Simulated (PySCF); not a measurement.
# Basis-set dependence of BP at CCSD

PySCF, ROHF reference; triplet, unpaired electrons σ ↑, π ↑; De to B + P without counterpoise correction. Frozen cores follow the default of each basis and core potential.

```tsv
basis	relativity	functions	Re (Å)	ωe (cm⁻¹)	De (eV)	frozen orbitals
STO-3G	no relativity	14	1.689	1175	n/a	6
x2c-SVPall	spin-free X2C	32	1.749	993	2.70	6
cc-pVTZ/cc-pV(T+d)Z	no relativity	69	1.744	970	2.86	6
x2c-TZVPPall	spin-free X2C	73	1.742	973	2.88	6
def2-TZVPPD	no relativity	85	1.743	973	2.89	6
```

(1) How does each smaller set differ from the one with most functions, def2-TZVPPD?

Correlated steps freeze 6 core orbitals. Correlated levels converge slowly with the basis: in double zeta they bind strong bonds too weakly, by up to about 1 eV, and carry superposition errors of some tenths. STO-3G is very small, so such numbers show the basis as much as the molecule. The state was picked by a PBE0 search and need not be the measured ground state.

## Answers

(1) STO-3G: -5.4 pm, +20.8 % in ωe; x2c-SVPall: +0.6 pm, +2.1 % in ωe, -0.19 eV in De; cc-pVTZ/cc-pV(T+d)Z: +0.1 pm, -0.3 % in ωe, -0.03 eV in De; x2c-TZVPPall: -0.1 pm, +0.0 % in ωe, -0.01 eV in De. All at CCSD; the set with most functions is neither the basis-set limit nor always the best. The rows treat relativity differently, so the differences are not basis effects alone.
